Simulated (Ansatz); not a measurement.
# The cluster SnF2−: the relaxed shape and its frontier levels

Aim: characterise the cluster SnF2− as a doublet: its structure, frontier levels and distribution of charge and spin.

Method: UKS PBE0-D4/def2-TZVPD; program: Ansatz 0.2.0, Gaussian basis.

Plan: relaxation at B3LYP-D4/def2-TZVPD; a search for the lowest solution at PBE0-D4/def2-SVP; a single point at PBE0-D4/def2-TZVPD; harmonic vibrations at B3LYP-D4/def2-TZVPD.

2 further runs of the same task are left out: 2 set aside as unsound or not needed.

## 1. Where the work starts

3 atoms, charge -1, spin multiplicity 2.

Atoms are counted from 1 here; the program's logs count them from 0.

Bond lengths: Sn1–F2 2.263 Å, Sn1–F3 2.265 Å. Angles: F2–Sn1–F3 113.0°.

Coordinates:

```xyz
3

Sn    0.2480   -0.1981   -0.7696
F    -1.2628   -1.4072    0.4032
F     1.0148    1.6053    0.3664
```

Sn takes a core potential in the def2 sets. No spin-orbit coupling is included. The ion is computed in the gas phase, without counter-ions or solvent.

The start is a GFN2-xTB geometry.

## 2. Relaxation at B3LYP-D4/def2-TZVPD

Contents of in.yaml:

```yaml
crystal:
  periodic: [false, false, false]
  atoms:
    - {symbol: Sn, position_ang: [0.247990, -0.198060, -0.769610]}
    - {symbol: F, position_ang: [-1.262750, -1.407190, 0.403180]}
    - {symbol: F, position_ang: [1.014760, 1.605250, 0.366430]}
basis:
  gaussian: {orbitals: def2-TZVPD}
total_charge: -1
magnetization: {spin_polarized: true, initial_magnetization: 1}
hamiltonian: {xc: {name: B3LYP}, dispersion: d4}
scf: {lower_state_search: "off"}
output: {orbitals: {seedname: orbitals}}
relax: {f_tol: 0.02, max_steps: 100}
```

Launch:

```sh
ansatz run in.yaml --threads 4 --pin off --events-out ev --progress --plain --max-ram 3916MiB
```

The runs that follow: Searching for the lowest solution, PBE0-D4/def2-SVP; Single point, PBE0-D4/def2-TZVPD; Vibrations by finite differences.

**Question.** What will the summary of the whole plan be? Wanted: point group; commonest bond; HOMO, LUMO at PBE0-D4/def2-TZVPD; ⟨S²⟩; lowest, highest wavenumber.

As calculated:

| quantity | value |
| --- | --- |
| point group | C2v |
| commonest bond | F–Sn, 2 of mean length 2.041 Å |
| HOMO, LUMO at PBE0-D4/def2-TZVPD (over both spins) | 0.70, 3.33 eV |
| ⟨S²⟩ | 0.755 |
| lowest, highest wavenumber | 162, 465 cm⁻¹ |

**Reading.** The molecule keeps its bonding pattern by the stored test; the atoms moved 0.32 Å (rms), and the angle F2–Sn1–F3 went from 113° to 95°. All wavenumbers are real: a minimum at this level. The alpha HOMO lies nearest to Sn1 83 %; F2, F3 about 8 % each and the alpha LUMO to Sn1 60 %; F2, F3 about 20 % each (shares on a coarse grid); over both spins the LUMO of beta spin, not drawn, take the frontier's place. Doubts on the single point: highest occupied level lies above zero. Whether this spin is the lowest isn't tested here.
